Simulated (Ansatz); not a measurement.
Species: C2H6N, charge 0, multiplicity 2. SMILES: [CH2]CN

Atoms: C1, C2, N3, H4, H5, H6, H7, H8, H9. Bonds: C1-C2, C1-H4, C1-H5, C2-N3, C2-H6, C2-H7, N3-H8, N3-H9.

Bond lengths (Å) and angles (degrees) optimised at HF/3-21G with Ansatz (an electronic-structure program); HF/6-31G* with Ansatz; PBE/6-31G* with Ansatz, each started from the B3LYP-D3(BJ)/def2-TZVP structure (Ansatz) of the last column. A row stands for all coordinates that are equal there; 8 of 13 kinds are shown. 6-31G* holds six Cartesian d functions. No wavenumbers were computed at PBE/6-31G*, so these may be saddle points.

```csv
coordinate,HF/3-21G,HF/6-31G*,PBE/6-31G*,B3LYP-D3(BJ)/def2-TZVP
C1-C2,1.511,1.503,1.491,1.486
C1-H4,1.075,1.077,1.095,1.083
C2-N3,1.487,1.464,1.497,1.485
C2-H6,1.082,1.084,1.105,1.092
N3-H8,1.006,1.003,1.030,1.015
C1-C2-N3,114.4,115.4,113.3,113.4
C2-C1-H4,120.4,120.5,120.6,120.6
C1-C2-H6,110.2,109.9,111.5,111.1
```

Mean signed difference of all 8 bond lengths from B3LYP-D3(BJ)/def2-TZVP: HF/3-21G -0.004 Å, HF/6-31G* -0.007 Å, PBE/6-31G* 0.012 Å.
